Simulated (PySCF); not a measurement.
**A search over the determinants of SiB**

Unrestricted PBE0; PySCF, no relativity, basis sets Si 6-311G(d,p), B 6-311G(d,p). Outer shells of the fragments: Si 3s2 3p2; B 2s2 2p1.

Followed along the bond (rough minima from three points):

| 2Ms+1 | unpaired | ⟨S²⟩ at the start | R at minimum (Å) | Te (eV) |
| --- | --- | --- | --- | --- |
| 4 | σ ↑, π ↑↑ | 3.75 | 1.92 | 0.00 |
| 2 | σ ↓, π ↑↑ | 1.77 | 1.93 | 0.34 |
| 2 | σ ↑, π ↑↓ | 1.76 | 1.93 | 0.41 |
| 2 | σ ↑ | 0.78 | 1.95 | 1.12 |
| 2 | π ↑ | 0.88 | none in the scan | ≤ 1.09 |

Solutions found at the starting distance of 1.930 Å, counted from the lowest of them; the search is not exhaustive and high or unbound solutions are not listed, so other states can lie among these:

| 2Ms+1 | unpaired | term | E (eV) | ⟨S²⟩ | ⟨Lz²⟩ | μ (D) |
| --- | --- | --- | --- | --- | --- | --- |
| 4 | σ ↑, π ↑↑ | ⁴Σ⁻ | 0.00 | 3.75 | 0.00 | -0.42 |
| 2 | σ ↓, π ↑↑ | mixed | 0.34 | 1.77 | 0.00 | -0.46 |
| 2 | σ ↑, π ↑↓ | mixed | 0.41 | 1.76 | 2.01 | -0.47 |
| 2 | σ ↑ | mixed | 1.13 | 0.78 | 2.00 | -0.43 |
| 2 | π ↑ | ²Π | 1.18 | 0.88 | 1.01 | -0.36 |
| 2 | π ↑ | ²Π | 1.93 | 0.75 | 1.00 | -2.50 |

A term symbol is given only where ⟨S²⟩ and ⟨Lz²⟩ are close to those of a pure state; real π, δ and φ orbitals otherwise mix terms. A positive dipole means Si(−)B(+).
